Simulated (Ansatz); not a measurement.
**BH5OSi: energy of protonation at one site, by script**

Wanted for BH5OSi: the energy of protonation at one site.

Program: the Python package of Ansatz 0.2.0. Level of theory: Hartree-Fock/def2-SVP. These are calculated values, not measurements.

**1. The system**

Bond lengths: O1–B2 1.405 Å, B2–Si3 1.918 Å, O1–H4 0.964 Å, B2–H5 1.191 Å, Si3–H6 1.475 Å, Si3–H7 1.529 Å, Si3–H8 1.436 Å. Angles: O1–B2–Si3 118.0°, O1–B2–H5 121.5°, Si3–B2–H5 120.6°, B2–O1–H4 104.4°, B2–Si3–H6 109.9°, B2–Si3–H7 109.4°, B2–Si3–H8 111.3°, H6–Si3–H7 107.4°, H6–Si3–H8 111.5°, H7–Si3–H8 107.1°.

The script holds or builds the structure itself.

**2. The code**

Input file pa_bh5osi.py:

```python
"""Adding a proton to BH5OSi."""

import ansatz as az
import numpy as np

BASIS_SET = "def2-SVP"
FUNCTIONAL = "hf"
CHARGE = 1
FMAX = 0.01


def main() -> None:
    bh5osi = (
        az.Crystal.molecule()
        .atom("O", [-1.578, 0.8036, -0.5911])
        .atom("B", [-0.178, 0.7458, -0.4923])
        .atom("Si", [0.5881, -0.5918, 0.6484])
        .atom("H", [-1.7869, 0.2617, -1.3608])
        .atom("H", [0.5198, 1.4832, -1.1142])
        .atom("H", [0.1667, -0.3647, 2.0432])
        .atom("H", [2.1128, -0.4814, 0.6071])
        .atom("H", [0.2476, -1.9136, 0.2039])
    )

    setup = (
        bh5osi.calculation()
        .basis(gaussian=BASIS_SET)  # atom-centred Gaussian functions
        .functional(FUNCTIONAL)
    )
    symbols = [site.symbol for site in bh5osi.cartesian_sites]
    start = np.array([site.position_ang for site in bh5osi.cartesian_sites], dtype=float)
    data = setup.relax(force_tolerance=0.01).run(threads=1).report
    end = np.array(data["positions_ang"])

    # put the proton on the side away from the neighbours, slightly off axis
    away = sum((end[0] - end[j]) / np.linalg.norm(end[0] - end[j]) for j in [1, 3]) + np.array([0.15, 0.1, -0.2])
    proton = end[0] + 1.0 * away / np.linalg.norm(away)
    acid = az.Crystal.molecule()
    for symbol, place in zip(symbols, end):
        acid = acid.atom(symbol, place.tolist())
    acid = acid.atom("H", proton.tolist())
    protonated = (
        acid.calculation()
        .basis(gaussian=BASIS_SET)  # the orbital basis, by name
        .functional(FUNCTIONAL)
        .charge(CHARGE)  # electrons removed from the neutral system
        .relax(force_tolerance=FMAX, max_steps=80)  # relax until the tolerances are met
    )
    after = protonated.run(threads=1).report
    xyz = np.array(after["positions_ang"])
    reach = np.linalg.norm(xyz[:-1] - xyz[-1], axis=1)
    print(f"base {data['free_energy_ev']:.5f} eV, protonated {after['free_energy_ev']:.5f} eV")
    print(f"the proton ends {reach.min():.3f} A from {symbols[reach.argmin()]}{reach.argmin()}")
    print(f"electronic proton affinity {(data['free_energy_ev'] - after['free_energy_ev']):.3f} eV")


if __name__ == "__main__":
    main()
```

**3. The input behind the calls**

The engine receives this input (first run):

```yaml
crystal:
  periodic: [false, false, false]
  atoms:
    - { symbol: O, position_ang: [-1.578, 0.8036, -0.5911] }
    - { symbol: B, position_ang: [-0.178, 0.7458, -0.4923] }
    - { symbol: Si, position_ang: [0.5881, -0.5918, 0.6484] }
    - { symbol: H, position_ang: [-1.7869, 0.2617, -1.3608] }
    - { symbol: H, position_ang: [0.5198, 1.4832, -1.1142] }
    - { symbol: H, position_ang: [0.1667, -0.3647, 2.0432] }
    - { symbol: H, position_ang: [2.1128, -0.4814, 0.6071] }
    - { symbol: H, position_ang: [0.2476, -1.9136, 0.2039] }
basis:
  gaussian:
    orbitals: def2-SVP
hamiltonian:
  xc: hf
relax:
  f_tol: 0.01
```

**4. Launch**

Command:

```sh
python pa_bh5osi.py
```

The program printed:

```text
base -10646.36572 eV, protonated -10654.19602 eV
the proton ends 0.960 A from O0
electronic proton affinity 7.830 eV
```

Run time: 88 s. Hardware: 1 thread of Arm Neoverse N1, shared host; peak memory 0.21 GiB.

**5. What changed from run to run**

The engine's inputs for the other runs:

Run 2, against run 1:

```diff
@@ -4,8 +4,9 @@
-    - { symbol: O, position_ang: [-1.578, 0.8036, -0.5911] }
-    - { symbol: B, position_ang: [-0.178, 0.7458, -0.4923] }
-    - { symbol: Si, position_ang: [0.5881, -0.5918, 0.6484] }
-    - { symbol: H, position_ang: [-1.7869, 0.2617, -1.3608] }
-    - { symbol: H, position_ang: [0.5198, 1.4832, -1.1142] }
-    - { symbol: H, position_ang: [0.1667, -0.3647, 2.0432] }
-    - { symbol: H, position_ang: [2.1128, -0.4814, 0.6071] }
-    - { symbol: H, position_ang: [0.2476, -1.9136, 0.2039] }
+    - { symbol: O, position_ang: [-1.3780586756159896, 0.2194569253980551, -1.1921706159419325] }
+    - { symbol: B, position_ang: [-0.32203126186772785, 0.6465358011541383, -0.4804862807676682] }
+    - { symbol: Si, position_ang: [0.6848241858736583, -0.660843317142716, 0.7373914811520436] }
+    - { symbol: H, position_ang: [-1.7891324084063163, 0.8807884183146495, -1.7281195913812901] }
+    - { symbol: H, position_ang: [0.01906082041813409, 1.803335974924804, -0.5698505226264289] }
+    - { symbol: H, position_ang: [0.6391224231044781, -0.18259997244487938, 2.1464870731824415] }
+    - { symbol: H, position_ang: [2.1175981285418737, -0.7299717762813172, 0.3392500767598055] }
+    - { symbol: H, position_ang: [0.12071678795189004, -2.0339020539227355, 0.6916983796230283] }
+    - { symbol: H, position_ang: [-1.589257744783147, -0.7429385830322932, -1.3630209555260764] }
@@ -16,0 +18 @@
+total_charge: 1.0
@@ -18,0 +21 @@
+  max_steps: 80
```

**6. What the script built**

Run 2 starts from these 9 atoms:

```xyz
9

O    -1.378    0.219   -1.192
B    -0.322    0.647   -0.480
Si    0.685   -0.661    0.737
H    -1.789    0.881   -1.728
H     0.019    1.803   -0.570
H     0.639   -0.183    2.146
H     2.118   -0.730    0.339
H     0.121   -2.034    0.692
H    -1.589   -0.743   -1.363
```

A comment line of the script is reworded here; the code is as run.

**7. Run by run**

The 2 runs, in the order started:

| run | system | energy (eV) | SCF cycles in all | CPU time (s) |
| --- | --- | --- | --- | --- |
| 1 | BH5OSi | -10646.3657 | 209 | 62 |
| 2 | BH6OSi, charge +1 | -10654.1960 | 74 | 24 |

Totals carry meaning only in balanced differences at one level of theory.

**8. The relaxation of run 1, step by step**

The steps of the relaxation:

```csv
step,E - E(step 1) (eV),largest force component (eV/Å)
1,0.0000,2.3790
2,-0.3122,1.3053
3,-0.5577,1.1512
4,-0.6814,3.3601
5,-0.9248,1.3879
6,-0.9635,0.6374
7,-0.9616,1.1930
8,-0.9903,0.1496
9,-0.9914,0.0528
10,-0.9919,0.0331
11,-0.9920,0.0054
12,-0.9922,0.0403
13,-0.9879,0.5168
14,-0.9923,0.0218
15,-0.9928,0.1190
16,-0.9915,0.2224
17,-0.9934,0.0922
18,-0.9946,0.0117
19,-0.9952,0.1124
20,-0.9957,0.1316
21,-0.9931,0.3552
22,-0.9314,1.6730
23,-0.9970,0.0422
24,-0.9986,0.0909
25,-0.9980,0.2114
26,-0.9915,0.5098
27,-0.9995,0.0352
28,-1.0006,0.0416
29,-1.0013,0.1377
30,-1.0016,0.1150
31,-1.0024,0.0036
32,-1.0027,0.0797
33,-1.0028,0.0838
34,-1.0030,0.0471
35,-1.0030,0.0034
36,-1.0030,0.0030
```

Step 1 is the start. Steps 7, 13, 16, 21, 22, 25, 26 were tried and not accepted.

Before: Bond lengths: O1–B2 1.405 Å, B2–Si3 1.918 Å, O1–H4 0.964 Å, B2–H5 1.191 Å, Si3–H6 1.475 Å, Si3–H7 1.529 Å, Si3–H8 1.436 Å. Angles: O1–B2–Si3 118.0°, O1–B2–H5 121.5°, Si3–B2–H5 120.6°, B2–O1–H4 104.4°, B2–Si3–H6 109.9°, B2–Si3–H7 109.4°, B2–Si3–H8 111.3°, H6–Si3–H7 107.4°, H6–Si3–H8 111.5°, H7–Si3–H8 107.1°.

After: Bond lengths: O1–B2 1.343 Å, B2–Si3 2.051 Å, O1–H4 0.945 Å, B2–H5 1.209 Å, Si3–H6 1.489 Å, Si3–H7 1.489 Å, Si3–H8 1.485 Å. Angles: O1–B2–Si3 119.9°, O1–B2–H5 119.1°, Si3–B2–H5 121.0°, B2–O1–H4 114.8°, B2–Si3–H6 110.0°, B2–Si3–H7 110.1°, B2–Si3–H8 112.6°, H6–Si3–H7 107.3°, H6–Si3–H8 108.3°, H7–Si3–H8 108.3°.

**9. Path of the relaxation of run 2**

The steps of the relaxation:

| step | E - E(step 1) (eV) | largest force component (eV/Å) |
| --- | --- | --- |
| 1 | 0.0000 | 3.9043 |
| 2 | -0.3299 | 1.6999 |
| 3 | -0.4334 | 1.2763 |
| 4 | -0.4622 | 0.5253 |
| 5 | -0.4713 | 0.2187 |
| 6 | -0.4737 | 0.1334 |
| 7 | -0.4742 | 0.0445 |
| 8 | -0.4744 | 0.0172 |
| 9 | -0.4744 | 0.0132 |
| 10 | -0.4744 | 0.0165 |
| 11 | -0.4744 | 0.0006 |

Step 1 is the start.

Before: Bond lengths: O1–B2 1.343 Å, B2–Si3 2.051 Å, O1–H4 0.945 Å, B2–H5 1.209 Å, Si3–H6 1.489 Å, Si3–H7 1.489 Å, Si3–H8 1.485 Å, O1–H9 1.000 Å. Angles: O1–B2–Si3 119.9°, O1–B2–H5 119.1°, Si3–B2–H5 121.0°, B2–O1–H4 114.8°, B2–O1–H9 124.2°, H4–O1–H9 119.0°, B2–Si3–H6 110.0°, B2–Si3–H7 110.1°, B2–Si3–H8 112.6°, H6–Si3–H7 107.3°, H6–Si3–H8 108.3°, H7–Si3–H8 108.3°.

After: Bond lengths: O1–B2 1.470 Å, B2–Si3 2.060 Å, O1–H4 0.961 Å, B2–H5 1.186 Å, Si3–H6 1.474 Å, Si3–H7 1.474 Å, Si3–H8 1.481 Å, O1–H9 0.960 Å. Angles: O1–B2–Si3 119.1°, O1–B2–H5 109.4°, Si3–B2–H5 131.5°, B2–O1–H4 122.9°, B2–O1–H9 123.6°, H4–O1–H9 113.5°, B2–Si3–H6 106.5°, B2–Si3–H7 106.5°, B2–Si3–H8 106.7°, H6–Si3–H7 113.0°, H6–Si3–H8 111.8°, H7–Si3–H8 111.8°.

**10. Summary of results**

| quantity | value |
| --- | --- |
| electronic proton affinity | 7.830 eV |
| runs compared | 2 |
| moves of the relaxation of run 1 | 28 |
| energy gained in run 1 | 1.003 eV |
| last largest force component of run 1 | 0.0030 eV/Å |
| moves of the relaxation of run 2 | 10 |
| energy gained in run 2 | 0.474 eV |
| last largest force component of run 2 | 0.0006 eV/Å |

**Reading.** Run 1: After 28 moves the largest shift is 0.862 Å, of atom 1 (O). So large a move can change the bonding: the results belong to the relaxed structure. Run 2: After 10 moves the largest shift is 0.139 Å, of atom 9 (H). Notes:
- The proton is put on one chosen atom, which needn't be the most basic site, so the molecule's proton affinity can be higher; the ends are stationary points, not checked by frequencies, and zero-point and thermal terms count only where printed.
